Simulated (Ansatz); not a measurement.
Input file:

```yaml
crystal:
  periodic: [false, false, false]
  atoms:
    - {symbol: Al, position_ang: [0.000000, 0.000000, 1.714500]}
    - {symbol: N, position_ang: [0.000000, 0.000000, 0.000000]}
    - {symbol: Al, position_ang: [0.000000, 0.000000, -1.714500]}
basis:
  gaussian: {orbitals: cc-pVTZ}
total_charge: 1
magnetization: {spin_polarized: true, initial_magnetization: 2}
correlation: {method: ccsdt_q, electrons: outside_noble_gas}
```

```sh
$ ansatz run in.yaml --threads 2 --pin off --events-out ev --progress --plain --max-ram 24576MiB --backend cuda --devices 0, --max-vram 18GiB
```

The program prints:

```
1165 factors; integrals over basis functions are off by at most 1.6e-7 eV
mean field evaluation 1: about -14623.3920 eV, gradient 6.3e1 eV
mean field evaluation 2: about -14623.4679 eV, gradient 6.3e1 eV
mean field evaluation 4: about -14639.5443 eV, gradient 1.6e1 eV
mean field evaluation 8: about -14641.2654 eV, gradient 7.9e-1 eV
mean field evaluation 16: about -14641.2824 eV, gradient 8.8e-6 eV
mean field evaluation 32: about -14638.9075 eV, gradient 1.2e-2 eV
mean field evaluation 64: about -14640.5356 eV, gradient 3.8e-1 eV
mean field evaluation 96: about -14640.5452 eV, gradient 3.5e-2 eV
mean field evaluation 128: about -14640.5379 eV, gradient 6.8e-1 eV
mean field evaluation 160: about -14640.5215 eV, gradient 4.7e-1 eV
...
cycle  13  -8.02526715 eV  change   -1.7e-4 eV  update   6.1e-5
cycle  14  -8.02520607 eV  change    6.1e-5 eV  update   3.7e-5
cycle  15  -8.02515585 eV  change    5.0e-5 eV  update   1.9e-5
cycle  16  -8.02517881 eV  change   -2.3e-5 eV  update   1.0e-5
cycle  17  -8.02518463 eV  change   -5.8e-6 eV  update   6.5e-6
cycle  18  -8.02518275 eV  change    1.9e-6 eV  update   4.0e-6
cycle  19  -8.02518703 eV  change   -4.3e-6 eV  update   1.9e-6
cycle  20  -8.02518899 eV  change   -2.0e-6 eV  update   1.2e-6
cycle  21  -8.02518788 eV  change    1.1e-6 eV  update   5.1e-7
cycle  22  -8.02518773 eV  change    1.5e-7 eV  update   3.2e-7
perturbative correction -0.04481382 eV, -0.0016468774 hartree
Total energy: -14649.35243102 eV, -538.3537721523 hartree
```

For the same geometry and basis RCCSDT(Q) lies 10.1 meV higher.

Ran on 2 threads of AMD EPYC 7R13 with a shared H100 80 GB, shared host: 51 s wall, 0.99 GiB peak host memory.
